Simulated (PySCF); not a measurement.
These 2 structures share the formula C4H7O (doublet state). Method used: PBE0-D3(BJ)/def2-SVP geometry optimisation, gas phase in PySCF 2.14.0. One conformer each; no zero-point energy, no entropy. No frequencies were run at this level. Point groups hold within 0.08 Å. The open-shell SCF solutions weren't tested for stability.

Question: Rank from lowest to highest electronic energy at this level (kcal/mol).
A. `[CH3:1][O:2][C@H:3]1[CH:4][CH2:5]1` (doublet state) with C1–O2–C3–C4 87°
B. `[H]/[C:1]=[CH:2]/[O:3][CH2:4][CH3:5]` (doublet state) with C1–C2–O3–C4 0°, C2–O3–C4–C5 180°

Answer: B (0.0), A (4.7).

As drawn, the higher has a three-membered ring, which the lower lacks. Neighbours under 5.0 kcal/mol apart ([H]/[C]=C/OCC and CO[C@H]1[CH]C1) can change places with a better method, another conformer or zero-point energy.

```tsv
SMILES	E (Eh)	E rel (kcal/mol)	dipole (D)	point group	A, B, C (MHz)	⟨S²⟩
[H]/[C]=C/OCC	-231.30776	0.0	0.43	Cs	17590, 2913, 2581	0.764
CO[C@H]1[CH]C1	-231.30027	4.7	0.75	C1	14620, 3550, 3230	0.754
```

How do the relative energies change in single points at B3LYP/IGLO-III on C O, pcH-1 on H (no added dispersion term) on the same geometries?

| SMILES | PBE0-D3(BJ)/def2-SVP (kcal/mol) | B3LYP/IGLO-III on C O, pcH-1 on H (kcal/mol) | shift |
| --- | --- | --- | --- |
| [H]/[C]=C/OCC | 0.0 | 0.0 | 0.0 |
| CO[C@H]1[CH]C1 | 4.7 | 11.0 | +6.3 |

Each column counts from its own lowest isomer. The order is unchanged; the largest shift is 6.3 kcal/mol.
